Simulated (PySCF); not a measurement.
B₂O₃, optimised at B3LYP/6-31G*:

```xyz
5

O     -2.3289     0.5256    -0.5095
B     -1.1313     0.3962    -0.3903
O      0.1851     0.2933    -0.2990
B      1.1727    -0.3306     0.3234
O      2.1087    -0.8743     0.8651
```

Energies from PySCF (xtb for GFN2), thermal terms from the rigid-rotor harmonic-oscillator model, ideal gas at 1 bar. 6-31G* has spherical d functions here. All species are closed-shell singlets. B3LYP is the form with VWN-RPA correlation. Warning, point group unlike the PBE0 one: B₂O₃ (GFN2-xTB, PBE/def2-SVP).

### Question
List the harmonic frequencies (cm⁻¹, unscaled) at this level and at the other levels, each on its own geometry.

### Answer
- B3LYP/6-31G*: 74, 460, 467, 484, 514, 738, 1275, 2148, 2164
- GFN2-xTB: 52, 52, 422, 422, 426, 426, 689, 1345, 2187, 2200
- HF/6-31G*: 84, 507, 514, 559, 588, 784, 1355, 2291, 2301
- PBE/def2-SVP: 38, 38, 454, 455, 461, 462, 666, 1307, 2103, 2155
- PBE0/def2-TZVP: 89, 472, 480, 502, 539, 752, 1263, 2140, 2144
